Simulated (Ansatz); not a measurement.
```yaml
crystal:
  periodic: [false, false, false]
  atoms:
    - {symbol: Ge, position_ang: [-2.497234, 0.006164, 0.009410]}
    - {symbol: As, position_ang: [0.123058, -0.003523, 0.002674]}
    - {symbol: H, position_ang: [1.184516, 1.072661, -0.009523]}
    - {symbol: H, position_ang: [1.189659, -1.075303, -0.002561]}
basis:
  gaussian: {orbitals: def2-TZVP}
magnetization: {spin_polarized: true, initial_magnetization: 3}
hamiltonian: {xc: pbe0}
relax: {f_tol: 0.004, max_steps: 80}
```

```sh
$ ansatz run in.yaml --threads 1 --pin off --events-out ev --progress --plain --max-ram 2176MiB
```

Steps of the relaxation (energy above the last step; positions in Å, forces in eV/Å):

```
4
step 1, 373.9 meV
Ge   -2.497    0.006    0.009   -0.325   -0.001   -0.002
As    0.123   -0.004    0.003    0.539   -0.001    0.007
H     1.185    1.073   -0.010   -0.104    0.336   -0.004
H     1.190   -1.075   -0.003   -0.110   -0.334   -0.002
```

```
4
step 2, 356.1 meV
Ge   -2.483    0.005    0.009   -0.105   -0.001   -0.004
As    0.185   -0.002    0.005   -0.039   -0.003    0.016
H     1.147    1.182   -0.010    0.076   -0.294   -0.005
H     1.151   -1.185   -0.003    0.069    0.298   -0.007
```

```
4
step 3, 336.3 meV
Ge   -2.517    0.005    0.009   -0.076   -0.001   -0.005
As    0.166   -0.002    0.006    0.116    0.001    0.016
H     1.174    1.135   -0.011   -0.018   -0.042   -0.006
H     1.177   -1.138   -0.003   -0.021    0.042   -0.006
```

```
4
step 4, 335.1 meV
Ge   -2.533    0.005    0.008   -0.025   -0.001   -0.006
As    0.170   -0.002    0.008    0.038    0.002    0.022
H     1.181    1.130   -0.012   -0.006   -0.003   -0.008
H     1.182   -1.133   -0.004   -0.007    0.002   -0.008
```

```
4
step 5, 327.5 meV
Ge   -2.559    0.002   -0.010    0.086    0.000   -0.044
As    0.181    0.001    0.073   -0.105    0.001    0.172
H     1.192    1.126   -0.035    0.009    0.024   -0.064
H     1.186   -1.129   -0.028    0.011   -0.025   -0.064
```

```
4
step 6, 240.3 meV
Ge   -2.519    0.001   -0.064    0.214    0.000   -0.093
As    0.190    0.002    0.273    0.129    0.000    0.291
H     1.167    1.117   -0.108   -0.173   -0.083   -0.099
H     1.162   -1.120   -0.101   -0.170    0.082   -0.099
```

```
4
step 10, 0.1 meV
Ge   -2.105    0.002   -0.195   -0.024    0.000   -0.012
As    0.284    0.002    0.639    0.015   -0.001    0.036
H     0.912    1.093   -0.225    0.004    0.002   -0.012
H     0.909   -1.096   -0.219    0.004   -0.001   -0.012
```

```
4
step 12, 0.0 meV
Ge   -2.108    0.002   -0.196    0.001    0.000    0.000
As    0.286    0.002    0.642    0.000    0.000    0.001
H     0.912    1.092   -0.226    0.000   -0.001    0.000
H     0.910   -1.095   -0.220    0.000    0.001    0.000
```

Close pairs at the end: As2–H3 1.528 Å, As2–H4 1.528 Å, Ge1–As2 2.536 Å.

A stationary point of unrestricted PBE0 after 12 steps, with ⟨S²⟩ = 3.758 against 3.75 for a pure state; no frequencies were run, so it isn't proven a minimum. 2.6 min on 1 thread of Arm Neoverse N1, shared host.
